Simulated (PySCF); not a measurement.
An excited-state job on hydrogen isocyanide, `[C-]#[NH+]`.

Method: TDDFT wB97X-D/def2-SVPD, vertical, gas phase, core orbitals frozen in the response (PySCF 2.14.0, density-fitted response routines). Geometry: PBE0-D3(BJ)/def2-SVP. The input is one job of a driver script: a line of settings, then coordinates in Å.

Command:
```bash
OMP_NUM_THREADS=1 python probes_run.py task.json out
```

Input:
```
{"job": {"kind": "uv", "xc": "wB97X-D", "basis": "def2-SVPD", "ip": true}, "charge": 0, "multiplicity": 1}
C      0.831326     0.792494    -0.160236
N     -0.047671     0.035205     0.001051
H     -0.800065    -0.614500     0.139295
```

Output:
```
coarse grid: 2768 points
cycle   1  E = -93.2796964094  dE =  7.279e-02  |g| = 1.734e-01  |ddm| = 2.045e+00
cycle   2  E = -93.2864108411  dE = -6.714e-03  |g| = 7.132e-02  |ddm| = 3.015e-01
cycle   3  E = -93.2874103362  dE = -9.995e-04  |g| = 2.715e-02  |ddm| = 9.280e-02
cycle   4  E = -93.2875251935  dE = -1.149e-04  |g| = 1.426e-02  |ddm| = 2.814e-02
cycle   5  E = -93.2875745068  dE = -4.931e-05  |g| = 1.582e-03  |ddm| = 1.282e-02
cycle   6  E = -93.2875758467  dE = -1.340e-06  |g| = 1.785e-04  |ddm| = 5.377e-03
final grid: 27576 points
cycle   7  E = -93.2989096774  dE = -9.699e-06  |g| = 7.468e-03  |ddm| = 2.004e-02
cycle   8  E = -93.2988969413  dE =  1.274e-05  |g| = 1.075e-02  |ddm| = 1.176e-02
cycle   9  E = -93.2989214096  dE = -2.447e-05  |g| = 2.404e-04  |ddm| = 6.865e-03
cycle  10  E = -93.2989214306  dE = -2.095e-08  |g| = 8.143e-05  |ddm| = 5.989e-04
cycle  11  E = -93.2989214331  dE = -2.486e-09  |g| = 1.369e-05  |ddm| = 1.804e-04
cycle  12  E = -93.2989214332  dE = -1.589e-10  |g| = 2.413e-06  |ddm| = 5.152e-05
converged SCF energy = -93.2989214332

Static polarisability (au): isotropic 17.485, principal 14.635 14.635 23.185

Singlet excitations
state   eV       nm        f      main configurations
  1   8.1794    151.6   0.07534   H->L 0.72, H->L+1 0.26
  2   8.1799    151.6   0.07535   H->L+1 0.72, H->L 0.26
  3   8.4577    146.6   0.00000   H-1->L 0.49, H-2->L+1 0.49
  4   8.7780    141.2   0.00000   H-1->L+1 0.47, H-2->L 0.47
  5   8.7784    141.2   0.00000   H-2->L+1 0.47, H-1->L 0.47
  6   9.7362    127.3   0.03029   H->L+2 0.96
  7  10.3979    119.2   0.16821   H->L+3 0.94
  8  10.4478    118.7   0.01867   H-1->L+2 0.50, H-2->L+2 0.48
  9  10.4479    118.7   0.01869   H-2->L+2 0.50, H-1->L+2 0.48
 10  11.8696    104.5   0.46040   H->L+4 0.71, H-2->L 0.10, H-1->L+1 0.10

Triplet excitations (Tamm-Dancoff, eV): 5.8865 5.8867 7.1408 7.7857
Vertical ionisation energy (delta-SCF) = 12.0744 eV
```

The SCF starts on a coarse grid where the log names one; the energy can jump when the final grid takes over, and dE then counts from the start density on the new grid. H and L stand for HOMO and LUMO; the number after each pair is its weight.

Question: Give S1 in cm⁻¹ and kJ/mol.

Answer: 8.1794 eV × 8065.54 = 65971 cm⁻¹; × 96.485 = 789.2 kJ/mol.

Summary of the converged run: HOMO -11.12 eV, LUMO 2.26 eV; lowest singlet 8.18 eV; lowest triplet 5.89 eV (Tamm–Dancoff); mean polarisability 17.5 au.

Hardware: an Arm Neoverse V1 with one thread (shared host). Cost: 1.6 s of wall time, 0.26 GiB resident at most.
Labels such as C1 count atoms from 1, the log's own numbers from 0.

wB97X-D is run here without its empirical dispersion term; that term would change no orbital, density or response property at a fixed geometry.
